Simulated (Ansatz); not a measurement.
# SiH5 (doublet): wave-function methods side by side at distance Si1–H5 along a hydrogen transfer = 1.699 Å, cc-pVTZ

The task here is to estimate one member of a computed series from the others.

Program: Ansatz 0.2.0, Gaussian basis. Level of theory: cc-pVTZ, core rule «outside noble gas», up to 5 orbitals frozen. These are calculated values, not measurements.

Plan: UHF; CCSD(T) on ROHF; CCSD(T) on UHF; BCCD(T) on ROHF; CISD; CCSDT(Q) on ROHF; CCSDT(Q) on UHF; CASSCF and NEVPT2, 3 electrons in 3 orbitals; CASSCF and NEVPT2, 9 electrons in 9 orbitals.

## What is computed

The geometry derives from fragments relaxed apart (PBE0/def2-TZVP) and kept rigid, so it is no stationary point. A hydrogen atom is moved between rigid fragments.

6 atoms, charge 0, spin multiplicity 2.

Atoms are counted from 1 here; the program's logs count them from 0.

Bond lengths: Si1–H2 1.485 Å, Si1–H3 1.485 Å, Si1–H4 1.485 Å, Si1–H5 1.699 Å, H5–H6 0.831 Å. Angles: H2–Si1–H3 109.5°, H2–Si1–H4 109.5°, H2–Si1–H5 109.5°, H3–Si1–H4 109.5°, H3–Si1–H5 109.5°, H4–Si1–H5 109.5°, Si1–H5–H6 180.0°.

Set-up of the first run:

Input file in.yaml:

```yaml
crystal:
  periodic: [false, false, false]
  atoms:
    - {symbol: Si, position_ang: [-0.083507, 0.000000, 0.000000]}
    - {symbol: H, position_ang: [-0.578378, 1.399708, 0.000000]}
    - {symbol: H, position_ang: [-0.578378, -0.699854, 1.212183]}
    - {symbol: H, position_ang: [-0.578379, -0.699854, -1.212183]}
    - {symbol: H, position_ang: [1.615493, 0.000000, 0.000000]}
    - {symbol: H, position_ang: [2.446493, 0.000000, 0.000000]}
basis:
  gaussian: {orbitals: cc-pVTZ}
magnetization: {spin_polarized: true, initial_magnetization: 1}
hamiltonian: {xc: hf}
output: {orbitals: {seedname: orbitals}}
```

Run with:

```sh
ansatz run in.yaml --threads 1 --pin off --events-out ev --progress --plain --max-ram 4096MiB --backend cpu
```

Steps of the session up to this table: UHF; CCSD(T) on ROHF; CCSD(T) on UHF; BCCD(T) on ROHF; CISD; CCSDT(Q) on ROHF; CCSDT(Q) on UHF; CASSCF and NEVPT2, 3 electrons in 3 orbitals; CASSCF and NEVPT2, 9 electrons in 9 orbitals.

One of the session's tables, all rows but one given; the rest of the session is left out.

It belongs to the step «Misses and costs». 

| method | from UCCSDT(Q) (kcal/mol) |
| --- | --- |
| ROHF | +127.82 |
| UHF | +123.81 |
| RMP2 | +24.61 |
| UMP2 | +25.11 |
| CISD | +11.28 |
| RCCSD | +3.71 |
| UCCSD | +3.64 |
| RCCSD(T) | +0.67 |
| UCCSD(T) | +0.68 |
| BCCD(T) | +0.67 |
| RCCSDT | +0.10 |
| UCCSDT | +0.09 |
| RCCSDT(Q) | +0.02 |
| UCCSDT(Q) | 0 |
| CASSCF pair | +114.81 |
| NEVPT2 pair | ? |
| CASSCF valence | +87.43 |
| NEVPT2 valence | +25.98 |

**Question.** Estimate the row for NEVPT2 pair.

As computed: from UCCSDT(Q) (kcal/mol): +24.98. In the column «from UCCSDT(Q) (kcal/mol)» it lies between RMP2 (+24.61) and UMP2 (+25.11).

Limits of these values: Restricted and unrestricted rows rest on different reference determinants; where their highest levels disagree by more than a few hundredths of an eV, they describe different states and don't form one ladder.
